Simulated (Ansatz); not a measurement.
**AlClH2O: a dynamics run**

Aim: a sound dynamics run of AlClH2O. The structure is shown as the input types it.

Program: Ansatz 0.2.0. Level of theory: UKS BHLYP/def2-SVP. These are calculated values, not measurements.

1 further run of the same task is left out (it didn't finish).

## Step 1: The structure to begin with

Bond lengths: Al1–O3 1.608 Å, Al1–H4 1.733 Å, Al1–Cl5 2.012 Å. Angles: O3–Al1–H4 44.9°, O3–Al1–Cl5 159.6°, H4–Al1–Cl5 155.4°.

Coordinates:

```xyz
5

Al    0.0352    0.3438   -0.4571
H    -0.4611   -0.4893    1.2934
O     0.9614   -0.9647   -0.3270
H     0.2297   -0.9088    0.7244
Cl   -0.7651    2.0190   -1.2338
```

## Step 2: Running it

File input.yaml:

```yaml
crystal:
  periodic: [false, false, false]
  atoms:
    - { symbol: Al, position_ang: [0.0352, 0.3438, -0.4571] }
    - { symbol: H, position_ang: [-0.4611, -0.4893, 1.2934] }
    - { symbol: O, position_ang: [0.9614, -0.9647, -0.327] }
    - { symbol: H, position_ang: [0.2297, -0.9088, 0.7244] }
    - { symbol: Cl, position_ang: [-0.7651, 2.019, -1.2338] }
magnetization:
  spin_polarized: true
basis:
  gaussian: { orbitals: def2-SVP }
hamiltonian:
  xc: bhlyp
md:
  timestep: 0.5
  n_steps: 150
  ensemble: nve
  temperature: 300.0
  initial_velocities: maxwell_boltzmann
  seed: 339768
```

Launch:

```
$ ansatz run input.yaml --threads 1 --pin off --max-ram 2048MiB --backend cpu --events-out ev --progress --plain --runs-dir out
```

Q: Will this input give a usable result? If not, why, and what should change?

Nothing was computed: the input was turned down at the start. It says: «line 14 column 7: hamiltonian.xc: unknown variant `bhlyp`, expected one of `lda`, `lda-pw`, `pw92`, `pbe`, `pbesol`, `rpbe`, `revpbe`, `blyp`, ...»

No functional of that name is defined in this program.

Remedy: name a functional from the program's list.
